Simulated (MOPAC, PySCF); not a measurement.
C2H6S, SMILES `CSC`, neutral singlet in the gas phase. 

Cartesian coordinates (Å):
SMILES: CSC
```xyz
9

C      1.3206    -0.3068     0.2865
S      0.1287    -0.2498    -1.0547
C     -1.3152     0.2985    -0.1399
H      1.4591     0.6792     0.7345
H      2.2697    -0.6342    -0.1390
H      1.0169    -1.0202     1.0553
H     -1.1481     1.2780     0.3128
H     -1.5902    -0.4215     0.6336
H     -2.1373     0.3780    -0.8518
```
Charge 0, spin multiplicity 1.

All levels are single points at this geometry (PBE0-D4/def2-TZVP); Pople sets use spherical d functions. Orbital energies aren't observables, and empty levels follow the basis.

```json
[
 {"level": "B3LYP-D3(BJ)/def2-TZVP in PySCF", "HOMO (eV)": "-6.01", "LUMO (eV)": "0.74", "gap (eV)": "6.75", "dipole (D)": "1.53", "vertical IE, Delta-SCF (eV)": "8.60"},
 {"level": "PBE-D3(BJ)/def2-TZVP in PySCF", "HOMO (eV)": "-5.00", "LUMO (eV)": "0.07", "gap (eV)": "5.07", "dipole (D)": "1.53", "vertical IE, Delta-SCF (eV)": "8.47"},
 {"level": "PBE0-D4/def2-TZVP in PySCF", "HOMO (eV)": "-6.23", "LUMO (eV)": "1.04", "gap (eV)": "7.27", "dipole (D)": "1.59", "vertical IE, Delta-SCF (eV)": "8.57"},
 {"level": "B3LYP/6-31G* in PySCF", "HOMO (eV)": "-5.87", "LUMO (eV)": "1.36", "gap (eV)": "7.23", "dipole (D)": "1.70", "vertical IE, Delta-SCF (eV)": "8.59"},
 {"level": "B3LYP/LANL2DZ in PySCF", "HOMO (eV)": "-5.90", "LUMO (eV)": "1.59", "gap (eV)": "7.49", "dipole (D)": "1.90", "vertical IE, Delta-SCF (eV)": "–"},
 {"level": "BP86/6-31G* in PySCF", "HOMO (eV)": "-4.95", "LUMO (eV)": "0.49", "gap (eV)": "5.44", "dipole (D)": "1.72", "vertical IE, Delta-SCF (eV)": "–"},
 {"level": "PBE/6-31G* in PySCF", "HOMO (eV)": "-4.85", "LUMO (eV)": "0.57", "gap (eV)": "5.42", "dipole (D)": "1.73", "vertical IE, Delta-SCF (eV)": "8.45"},
 {"level": "SVWN5/6-31G* in PySCF", "HOMO (eV)": "-4.88", "LUMO (eV)": "0.43", "gap (eV)": "5.32", "dipole (D)": "1.78", "vertical IE, Delta-SCF (eV)": "8.58"},
 {"level": "HF/3-21G in PySCF", "HOMO (eV)": "-9.21", "LUMO (eV)": "5.92", "gap (eV)": "15.13", "dipole (D)": "1.91", "vertical IE, Delta-SCF (eV)": "–"},
 {"level": "HF/6-31G* in PySCF", "HOMO (eV)": "-9.08", "LUMO (eV)": "5.36", "gap (eV)": "14.43", "dipole (D)": "1.75", "vertical IE, Delta-SCF (eV)": "7.68"},
 {"level": "HF/STO-3G in PySCF", "HOMO (eV)": "-6.65", "LUMO (eV)": "12.72", "gap (eV)": "19.37", "dipole (D)": "0.88", "vertical IE, Delta-SCF (eV)": "–"},
 {"level": "PM6 in MOPAC", "HOMO (eV)": "-8.46", "LUMO (eV)": "0.85", "gap (eV)": "9.31", "dipole (D)": "1.78", "vertical IE, Delta-SCF (eV)": "–"},
 {"level": "PM7 in MOPAC", "HOMO (eV)": "-8.40", "LUMO (eV)": "0.25", "gap (eV)": "8.66", "dipole (D)": "1.79", "vertical IE, Delta-SCF (eV)": "–"}
]
```
